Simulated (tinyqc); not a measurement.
RHF in the sto-3g basis, for CH3-, spin multiplicity 1, step by step. The basis has no diffuse functions, so it cannot describe the extra electron: this is an exercise in the method, not the real anion. One step of it, computed by the program tinyqc.

Question. Orthogonalisation. S = U s U^T; symmetric (Loewdin) form X = U s^(-1/2) U^T, so that X^T S X = 1.

overlap S:
```
           1C 1s     1C 2s     1C 2px     1C 2py     1C 2pz      2H 1s      3H 1s      4H 1s
1C 1s   1.000000  0.248362   0.000000   0.000000   0.000000   0.066218   0.066273   0.066273
1C 2s   0.248362  1.000000   0.000000   0.000000   0.000000   0.505979   0.506185   0.506185
1C 2px  0.000000  0.000000   1.000000   0.000000   0.000000   0.474028  -0.236927  -0.236927
1C 2py  0.000000  0.000000   0.000000   1.000000   0.000000   0.000000   0.410703  -0.410703
1C 2pz  0.000000  0.000000   0.000000   0.000000   1.000000  -0.044762  -0.044788  -0.044788
2H 1s   0.066218  0.505979   0.474028   0.000000  -0.044762   1.000000   0.155667   0.155667
3H 1s   0.066273  0.506185  -0.236927   0.410703  -0.044788   0.155667   1.000000   0.155606
4H 1s   0.066273  0.506185  -0.236927  -0.410703  -0.044788   0.155667   0.155606   1.000000
```

Give: eigenvalues of S; X.

Answer.

eigenvalues of S: 0.2434  0.3362  0.3365  0.9535  1.0095  1.5078  1.5082  2.1049

X:
```
          1C 1s    1C 2s   1C 2px   1C 2py   1C 2pz    2H 1s    3H 1s    4H 1s
1C 1s    1.0286  -0.1693   0.0000   0.0000   0.0035   0.0260   0.0260   0.0260
1C 2s   -0.1693   1.4799  -0.0001   0.0000  -0.0395  -0.3650  -0.3653  -0.3653
1C 2px   0.0000  -0.0001   1.2087   0.0000   0.0000  -0.3681   0.1840   0.1840
1C 2py   0.0000   0.0000   0.0000   1.2090   0.0000   0.0000  -0.3190   0.3190
1C 2pz   0.0035  -0.0395   0.0000   0.0000   1.0034   0.0317   0.0318   0.0318
2H 1s    0.0260  -0.3650  -0.3681   0.0000   0.0317   1.2942  -0.0353  -0.0353
3H 1s    0.0260  -0.3653   0.1840  -0.3190   0.0318  -0.0353   1.2946  -0.0354
4H 1s    0.0260  -0.3653   0.1840   0.3190   0.0318  -0.0353  -0.0354   1.2946
```
